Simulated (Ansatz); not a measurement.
# CF₂: up Jacob's ladder to CCSD(T)

An exercise on one series of results from a longer session: the logs are not shown, and one member is left open.

Program: Ansatz 0.2.0, Gaussian basis. Level of theory: functionals in def2-TZVPP, the program's frozen cores in correlated methods. These are calculated values, not measurements.

Plan: LDA (SPW92), PBE-D4, revPBE-D4, BLYP-D4, r2SCAN-D4, B97M-V, PBE0-D4, B3LYP-D4, r2SCANh-D4, r2SCAN0-D4, HSE06-D4, BHLYP-D4, CAM-B3LYP-D4, LC-ωPBE, ωB97X-V, ωB97M-V, B2PLYP, PBE-QIDH; CCSD(T)/def2-SVP; CCSD(T)/def2-TZVPP; CCSD(T)/def2-QZVPP; extrapolation to the limit; RPA on PBE.

## The geometry

All runs share one geometry, relaxed beforehand with PBE0-D4 in a triple-zeta def2 set.

SMILES `F[C]F`, 3 atoms, charge 0, spin multiplicity 1.

Atoms are counted from 1 here; the program's logs count them from 0.

Bond lengths: F1–C2 1.296 Å, C2–F3 1.296 Å. Angles: F1–C2–F3 104.7°.

Coordinates:

```
atom    x (Å)    y (Å)    z (Å)
  F1   0.3163   0.9714   0.2816
  C2   0.3823  -0.3185   0.1751
  F3  -0.6986  -0.6529  -0.4568
```

The first run:

Input file in.yaml:

```yaml
crystal:
  periodic: [false, false, false]
  atoms:
    - {symbol: F, position_ang: [0.316329, 0.971416, 0.281613]}
    - {symbol: C, position_ang: [0.382310, -0.318501, 0.175141]}
    - {symbol: F, position_ang: [-0.698640, -0.652915, -0.456754]}
basis:
  gaussian: {orbitals: def2-TZVPP}
hamiltonian: {xc: lda}
output: {orbitals: {seedname: orbitals}}
```

The run is started by

```bash
$ ansatz run in.yaml --threads 2 --pin off --events-out ev --progress --plain --max-ram 32768MiB --backend cpu
```

Steps of the session up to this table: LDA; PBE-D4 (GGA); revPBE-D4 (GGA); BLYP-D4 (GGA); r2SCAN-D4 (meta-GGA); B97M-V (meta-GGA); PBE0-D4 (hybrid); B3LYP-D4 (hybrid); r2SCANh-D4 (hybrid); r2SCAN0-D4 (hybrid); HSE06-D4 (hybrid); BHLYP-D4 (hybrid); CAM-B3LYP-D4 (range-separated); LC-ωPBE (range-separated); ωB97X-V (range-separated); ωB97M-V (range-separated); B2PLYP (double hybrid); PBE-QIDH (double hybrid).

One table of the session follows, with a row left open; its other results are not shown here.

It belongs to the step «Orbital energies across the functionals». 

| functional | HOMO (eV) | LUMO (eV) | gap (eV) |
| --- | --- | --- | --- |
| LDA (SPW92) | -7.24 | -3.81 | 3.43 |
| PBE-D4 | -7.11 | -3.48 | 3.63 |
| revPBE-D4 | -7.05 | -3.35 | 3.70 |
| BLYP-D4 | ? | ? | ? |
| r2SCAN-D4 | -7.49 | -3.22 | 4.27 |
| B97M-V | -7.67 | -3.09 | 4.58 |
| PBE0-D4 | -8.77 | -2.24 | 6.53 |
| B3LYP-D4 | -8.58 | -2.59 | 6.00 |
| r2SCANh-D4 | -8.10 | -2.76 | 5.34 |
| r2SCAN0-D4 | -9.03 | -2.08 | 6.96 |
| HSE06-D4 | -8.36 | -2.64 | 5.72 |
| BHLYP-D4 | -10.45 | -0.94 | 9.50 |
| CAM-B3LYP-D4 | -10.38 | -1.00 | 9.38 |
| LC-ωPBE | -11.73 | 0.42 | 12.15 |
| ωB97X-V | -11.36 | 0.34 | 11.70 |
| ωB97M-V | -11.26 | 0.26 | 11.52 |

**Question.** Estimate the row for BLYP-D4.

Worked estimate for «HOMO (eV)». Against the share of exact exchange, B3LYP-D4 (0.2, -8.58), BHLYP-D4 (0.5, -10.45) give a slope of -6.23 per unit share; at 0 the line stands at -7.33.

**Answer.** HOMO (eV): -7.09; LUMO (eV): -3.40; gap (eV): 3.69. In «HOMO (eV)» the line misses by -0.24.
